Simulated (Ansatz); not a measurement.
Geometry optimisation, RKS PBE0-D4/def2-SVP in Ansatz.

The input (input.yaml):

```yaml
crystal:
  periodic: [false, false, false]
  atoms:
    - { symbol: Si, position_ang: [0.397317, -0.222653, -0.483334] }
    - { symbol: "N", position_ang: [-0.237313, -0.214459, 2.465265] }
    - { symbol: H, position_ang: [-0.962699, -0.688082, 3.003788] }
    - { symbol: H, position_ang: [0.126054, 0.529826, 3.061887] }
    - { symbol: H, position_ang: [0.905934, -0.356399, -1.886864] }
    - { symbol: H, position_ang: [0.441618, 1.214673, -0.101167] }
    - { symbol: H, position_ang: [-0.97091, -0.805935, -0.417554] }
    - { symbol: F, position_ang: [1.421538, -1.087791, 0.417793] }
    - { symbol: H, position_ang: [0.539461, -0.889381, 2.339487] }
basis:
  gaussian: { orbitals: def2-SVP }
hamiltonian:
  xc: pbe0
  dispersion: d4
relax:
  f_tol: 0.03
  max_steps: 50
```

Command:

```bash
$ ansatz run input.yaml --threads 1 --pin off --max-ram 2048MiB --backend cpu --events-out ev --progress --plain --runs-dir out
```

Task: Where does it end, and by what steps?

Result: It converged. After 8 steps the energy has fallen by 0.056 eV; H3 moved furthest, 0.39 Å.

```tsv
step	energy less start (eV)	largest force component (eV/Å)	accepted
0	0.0000	0.579	yes
1	-0.0197	0.796	yes
2	-0.0334	0.548	yes
3	-0.0396	0.506	yes
4	-0.0485	0.377	yes
5	-0.0525	0.210	yes
6	-0.0544	0.064	yes
7	-0.0551	0.066	yes
8	-0.0558	0.009	yes
```

```xyz
9
Properties=species:S:1:pos:R:3
Si 0.371 -0.228 -0.322
N -0.116 -0.265 2.296
H -1.015 -0.611 2.629
H 0.086 0.587 2.817
H 0.749 -0.286 -1.776
H 0.448 1.208 0.059
H -0.987 -0.826 -0.233
F 1.537 -1.149 0.366
H 0.589 -0.951 2.563
```

Run time: 21 s on 1 thread of Arm Neoverse V2, on a shared host, peak memory 0.14 GiB.
